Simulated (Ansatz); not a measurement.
Worked example: correlation energy of CF⁺, triplet

Geometry: that of the CF, quartet, kept fixed.

```xyz
2

C     0.0000    0.0000    0.0000
F     0.0000    0.0000    1.3159
```

Basis cc-pVTZ; Ansatz 0.2.0. Correlated methods freeze the noble-gas cores, which leaves 10 electrons in 58 orbitals. R marks a restricted (for open shells ROHF) determinant, U an unrestricted one.

Full CI isn't at hand for all of this; UCCSDT(Q) serves as the reference, and is uncertain by about the last step of the cluster series.

Runs differ by some tens of microhartree through their thresholds and, for an open shell, their frozen cores, so steps under 0.03 kcal/mol mean nothing.

```
    level  total energy (hartree)
      UHF             -136.751144
     UMP2             -137.069055
    UCCSD             -137.075695
 UCCSD(T)             -137.089331
   UCCSDT             -137.090280
UCCSDT(Q)             -137.091090
```

**Question.** What is the correlation energy at UCCSDT(Q), and what share of it do UMP2 and UCCSD recover?

**Answer.** E(corr) = -137.091090 − (-136.751144) = -0.339946 hartree = -9.250 eV. UMP2: -0.317911 / -0.339946 = 93.52 %. UCCSD: -0.324551 / -0.339946 = 95.47 %.

**Question.** By how many kcal/mol does UCCSD(T) miss UCCSDT(Q) (1 hartree = 627.509 kcal/mol), and which steps make up the rest?

**Answer.** -137.089331 − (-137.091090) = 0.001759 hartree = 1.10 kcal/mol. Steps: UCCSDT − UCCSD(T) = -0.60, UCCSDT(Q) − UCCSDT = -0.51 kcal/mol. Differences between like states or geometries often cancel part of this.
